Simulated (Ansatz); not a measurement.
in.yaml

```yaml
crystal:
  periodic: [false, false, false]
  atoms:
    - {symbol: Ge, position_ang: [0.000000, 0.000000, 0.000000]}
    - {symbol: Ge, position_ang: [0.000000, 0.000000, 2.383102]}
basis:
  gaussian: {orbitals: cc-pVDZ}
magnetization: {spin_polarized: false, initial_magnetization: 4}
correlation: {method: fic_mrcisd_q, electrons: outside_noble_gas, active_space: {window: {electrons: 8, orbitals: 8}, shells: [{species: Ge, l: s, shell: 4}, {species: Ge, l: p, shell: 4}]}}
```

```sh
$ ansatz run in.yaml --threads 1 --pin off --events-out ev --progress --plain --max-ram 4096MiB --backend cpu
```

The program prints:

```
1057 factors; integrals over basis functions are off by at most 1.6e-7 eV
mean field evaluation 1: about -112943.1675 eV, gradient 4.7e0 eV
mean field evaluation 2: about -112943.2293 eV, gradient 4.9e0 eV
mean field evaluation 4: about -112943.5602 eV, gradient 5.1e-1 eV
mean field evaluation 8: about -112943.5660 eV, gradient 2.8e-4 eV
mean field evaluation 16: about -112943.5654 eV, gradient 3.3e-1 eV
mean field evaluation 32: about -112943.5651 eV, gradient 3.4e-1 eV
mean field -112943.56608479 eV, -4150.5994977173 hartree, gradient 4.9e-6 eV, S^2 6.000000; 4 other end points of the search recorded, 0 dependent functions left out
reference -112943.56608479 eV, -4150.5994977173 hartree; 34, 30 occupied and 20, 24 virtual orbitals, 1057 factors
state -112944.58206265 eV, -4150.6368342152 hartree
contracted CI cycle   1: correlation 0.00000000 eV, 0.0000000000 hartree, residual 9.78e0 eV
contracted CI cycle   2: correlation -2.52901855 eV, -0.0929397176 hartree, residual 1.81e0 eV
contracted CI cycle   3: correlation -2.60238897 eV, -0.0956360306 hartree, residual 3.08e-1 eV
contracted CI cycle   4: correlation -2.60466200 eV, -0.0957195631 hartree, residual 5.74e-2 eV
contracted CI cycle   5: correlation -2.60474229 eV, -0.0957225137 hartree, residual 1.28e-2 eV
contracted CI cycle   6: correlation -2.60474629 eV, -0.0957226605 hartree, residual 2.78e-3 eV
contracted CI cycle   7: correlation -2.60474646 eV, -0.0957226670 hartree, residual 6.36e-4 eV
state -112944.58206265 eV, -4150.6368342152 hartree; corrected -112947.38524346 eV, -4150.7398492098 hartree
Total energy: -112947.38524346 eV, -4150.7398492098 hartree
Checks for a lower state left out: starts, orbital_swaps
```

For the same geometry and basis full CI lies 21.6 meV higher.

Ran on 1 thread of AMD EPYC 7R13, shared host: 5.5 s wall, 0.22 GiB peak host memory.
